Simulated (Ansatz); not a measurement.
**A ladder of methods for AlH2ClO (SMILES [OH][AlH][Cl])**

AlH2ClO has 5 atoms, charge 0, and is taken as a singlet. As SMILES, `[OH][AlH][Cl]`. The shape is that of a PBE0-D4/def2-TZVP optimisation. This is one conformer, not always the lowest.

Each level gives the vertical ionisation energy (to the doublet cation) (eV). The values are calculated.

```csv
level,kind,program,value (eV),CPU time (all runs)
SVWN5/STO-3G,LDA,Ansatz,8.08,1.5 s
BLYP/STO-3G,GGA,Ansatz,?,2.8 s
PBE/STO-3G,GGA,Ansatz,8.01,2.6 s
revPBE/STO-3G,GGA,Ansatz,?,3.2 s
r2SCAN/STO-3G,meta-GGA,Ansatz,8.22,14 s
PBE0/STO-3G,global hybrid,Ansatz,8.40,2 s
CCSDTQ/STO-3G,coupled cluster or CI,Ansatz,7.46,61 s
FCI/STO-3G,exact in the basis,Ansatz,7.46,51 s
```

Q: Estimate the missing values from the other rows.

A: As computed at these levels: BLYP/STO-3G: 7.86 eV; revPBE/STO-3G: 7.98 eV. The values span 7.46 to 8.40 eV. All rows use very small basis sets, so even the best lies far from the true value. Times are those of the runs behind each value, whatever else they computed, on shared processors of several kinds: orders of magnitude only.
